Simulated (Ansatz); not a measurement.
# Al₂H (quartet): wave-function methods side by side at scale of all distances = 1.973, 6-31G

How much of the correlation energy of Al₂H (quartet) does each wave-function method recover here?

Program: Ansatz 0.2.0, Gaussian basis. Level of theory: 6-31G, core rule «outside noble gas», up to 10 orbitals frozen. These are calculated values, not measurements.

Plan: UHF; CCSD(T) on ROHF; CCSD(T) on UHF; BCCD(T) on ROHF; CISD; CCSDT(Q) on ROHF; CCSDT(Q) on UHF; CISDTQ; CCSDTQ on ROHF; CCSDTQ on UHF; CASSCF and MRCISD+Q, 5 electrons in 5 orbitals; CASSCF and NEVPT2, 5 electrons in 5 orbitals; CASSCF and MRCISD+Q, 7 electrons in 9 orbitals; CASSCF and NEVPT2, 7 electrons in 9 orbitals; Full CI.

8 further runs of the same task are left out: 7 that didn't finish, 1 set aside as unsound or not needed.

## Step 1: The geometry

The geometry derives from a PBE0/def2-TZVP stationary point (not a proven minimum). All distances are scaled together.

3 atoms, charge 0, spin multiplicity 4.

Atoms are counted from 1 here; the program's logs count them from 0.

No contacts short enough for the rule that draws bonds.

## Step 2: UHF

File in.yaml:

```yaml
crystal:
  periodic: [false, false, false]
  atoms:
    - {symbol: Al, position_ang: [0.000000, 0.000000, 0.511118]}
    - {symbol: Al, position_ang: [0.000000, 0.000000, -4.145983]}
    - {symbol: H, position_ang: [0.000000, 0.000000, 3.634864]}
basis:
  gaussian: {orbitals: 6-31G}
magnetization: {spin_polarized: true, initial_magnetization: 3}
hamiltonian: {xc: hf}
output: {orbitals: {seedname: orbitals}}
```

Run with:

```sh
ansatz run in.yaml --threads 1 --pin off --events-out ev --progress --plain --max-ram 2393MiB
```

The runs that follow: CCSD(T) on ROHF; CCSD(T) on UHF; BCCD(T) on ROHF; CISD; CCSDT(Q) on ROHF; CCSDT(Q) on UHF; CISDTQ; CCSDTQ on ROHF; CCSDTQ on UHF; CASSCF and MRCISD+Q, 5 electrons in 5 orbitals; CASSCF and NEVPT2, 5 electrons in 5 orbitals; CASSCF and MRCISD+Q, 7 electrons in 9 orbitals; CASSCF and NEVPT2, 7 electrons in 9 orbitals; Full CI.

Q: Predict the results of all the runs planned. Wanted: FCI below the RHF energy; RMP2 from FCI; UMP2 from FCI; RCCSD from FCI; RCCSD(T) from FCI; UCCSD(T) from FCI; RCCSDT(Q) from FCI; UCCSDT(Q) from FCI; NEVPT2 pair from FCI.

As calculated:

```
                         quantity                                                                                                                                        value
         FCI below the RHF energy                                                                                                                                   -1.6903 eV
                    RMP2 from FCI                                                                                                                                 +70.0 kJ/mol
                    UMP2 from FCI                                                                                                                                 +70.0 kJ/mol
                   RCCSD from FCI                                                                                                                                  +3.4 kJ/mol
                RCCSD(T) from FCI                                                                                                                                  +2.2 kJ/mol
                UCCSD(T) from FCI                                                                                                                                  +2.2 kJ/mol
               RCCSDT(Q) from FCI                                                                                                                                  +0.1 kJ/mol
               UCCSDT(Q) from FCI                                                                                                                                  +0.1 kJ/mol
             NEVPT2 pair from FCI                                                                                                                                 +61.0 kJ/mol
          NEVPT2 valence from FCI                                                                                                                                 +17.4 kJ/mol
        MRCISD+Q valence from FCI                                                                                                                                  +3.2 kJ/mol
levels within 1 kcal/mol (43 meV)  RCCSD, UCCSD, RCCSD(T), UCCSD(T), BCCD(T), RCCSDT, UCCSDT, CISDTQ, RCCSDT(Q), UCCSDT(Q), RCCSDTQ, UCCSDTQ, MRCISD valence, MRCISD+Q valence
                    T1 diagnostic                                                                                                                                        0.024
   effectively unpaired electrons                                                                                                                                         3.14
```

What this shows: RCCSD(T) lands +2.2 kJ/mol from the yardstick (1.3 % of the correlation energy). One determinant dominates. Of the multireference levels listed MRCISD+Q valence comes nearest in total energy (+3.2 kJ/mol), which doesn't show that its space is the better one. These misses are within one basis, not against nature; the frozen cores of restricted and unrestricted runs differ, which can shift their rows.
